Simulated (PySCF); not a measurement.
**Solver options tried on Li2⁺**

Aim: find out which solver settings change the answer for Li2⁺.

The runs use PySCF 2.14.0; method and basis as typed in the scripts.

## Step 1: Starting geometry

Li2⁺: 2 atoms, charge 1, spin multiplicity 2.

No contacts short enough for the rule that draws bonds.

## Step 2: The run that the others are compared with

The input, input.py:

```python
from pyscf import gto, scf, mp

mol = gto.M(
    atom='Li 0 0 0; Li 0 0 2.804',
    basis='cc-pvtz-dk',
    charge=1,
    spin=1,
    symmetry=True,
    verbose=4,
)
mf = scf.UHF(mol)
mf = mf.sfx2c1e()
mf.kernel()
mp.MP2(mf).kernel()
mf.dip_moment()
print('orbital energies (hartree):', [e[max(0, n-3):n+3].round(4) for e, n in zip(mf.mo_energy, mol.nelec)])
```

On the command line:

```
OMP_NUM_THREADS=1 python input.py
```

Its log is not repeated here.

It gives: E(SCF) = -14.715178 Eh, 8 cycles, E(MP2) − E(SCF) = -0.02308 Eh, ⟨S²⟩ = 0.750.

The bond length is a typed value, not an optimised one. The dipole of an ion depends on the origin.

## Step 3: Convergence threshold 0.001 hartree

Run 1 changes convergence threshold: default → 0.001 hartree.

The input, input.py:

```python
from pyscf import gto, scf, mp

mol = gto.M(
    atom='Li 0 0 0; Li 0 0 2.804',
    basis='cc-pvtz-dk',
    charge=1,
    spin=1,
    symmetry=True,
    verbose=4,
)
mf = scf.UHF(mol)
mf = mf.sfx2c1e()
mf.conv_tol = 0.001
mf.kernel()
mp.MP2(mf).kernel()
mf.dip_moment()
print('orbital energies (hartree):', [e[max(0, n-3):n+3].round(4) for e, n in zip(mf.mo_energy, mol.nelec)])
```

On the command line:

```
OMP_NUM_THREADS=1 python input.py
```

## Step 4: Damping 0.2

Run 2 changes damping: none → 0.2.

input.py: that of step 2 with these lines changed.

```diff
@@ -12,2 +12,4 @@
 mf = mf.sfx2c1e()
+mf.damp = 0.2
+mf.diis_start_cycle = 8
 mf.kernel()
```

## Step 5: Cycle limit 200

Run 3 changes cycle limit: 50 → 200.

input.py: that of step 2 with these lines changed.

```diff
@@ -12,2 +12,3 @@
 mf = mf.sfx2c1e()
+mf.max_cycle = 200
 mf.kernel()
```

Q: Predict the outcome of this session. Wanted: for each run, E(SCF); from base; gap, α spin; after the SCF.

As calculated:

```csv
run,E(SCF) (hartree),from base (eV),cycles,"gap, α spin (eV)",after the SCF
base,-14.715178,0,8,8.10,MP2 correlation -0.628 eV
convergence threshold 0.001 hartree,-14.715172,not comparable,4,8.09,MP2 correlation -0.628 eV
damping 0.2,-14.715178,0.0000,12,8.10,MP2 correlation -0.628 eV
cycle limit 200,-14.715178,0.0000,8,8.10,MP2 correlation -0.628 eV
```

Distance from each run's final energy (log10 hartree) by cycle:

```csv
run,cycle 1,cycle 2,cycle 3,cycle 5,cycle 8,cycle 12
base,-1.6,-2.1,-3.2,-7.1,< -11,done
convergence threshold 0.001 hartree,-1.6,-2.1,-3.2,done,done,done
damping 0.2,-1.6,-2.0,-2.4,-3.2,-4.4,< -11
cycle limit 200,-1.6,-2.1,-3.2,-7.1,< -11,done
```

**Reading.** The SCF energy stays the same, to the digits that matter, with damping 0.2 or cycle limit 200. The base needs 8 cycles and the run with damping 0.2 needs 12. Rows marked «poor choice» come from settings spoiled on purpose.
